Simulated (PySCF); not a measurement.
# Ionisation energy of Al by level of theory

Al [Ne] 3s2 3p1 (2P) → Al⁺ [Ne] 3s2 (1S), as a difference of total energies. All numbers are calculated (PySCF 2.14, scalar relativity by spin-free X2C-1e, in dyall-av3z (19s12p3d2f, 84 functions)). Correlated levels: valence: [Ne] frozen; virtual orbitals above 40 to 60 times the deepest correlated orbital energy dropped. The calculations carry no spin-orbit coupling.

```json
{"method": "UHF", "ionisation energy (eV)": "5.598"}
{"method": "LDA", "ionisation energy (eV)": "6.025"}
{"method": "PBE", "ionisation energy (eV)": "6.067"}
{"method": "PBE0", "ionisation energy (eV)": "6.087"}
{"method": "r2SCAN", "ionisation energy (eV)": "6.165"}
{"method": "BHandHLYP", "ionisation energy (eV)": "5.893"}
{"method": "TPSSh", "ionisation energy (eV)": "6.148"}
{"method": "wB97M-V", "ionisation energy (eV)": "5.678"}
{"method": "TPSS", "ionisation energy (eV)": "6.149"}
{"method": "MP2 (valence)", "ionisation energy (eV)": "5.825"}
{"method": "SCS-MP2 (valence)", "ionisation energy (eV)": "5.809"}
```

How much does correlation contribute at MP2 (valence)?

5.825 − (5.598) = 0.227 eV, measured against UHF.

A first-order spin-orbit estimate (lowest level to lowest level, LS coupling) adds 0.008 eV.

Errors of the correlated levels include the incompleteness of this basis and the frozen core.

For comparison: 5.986 eV (measured; NIST Atomic Spectra Database, ionization energies).
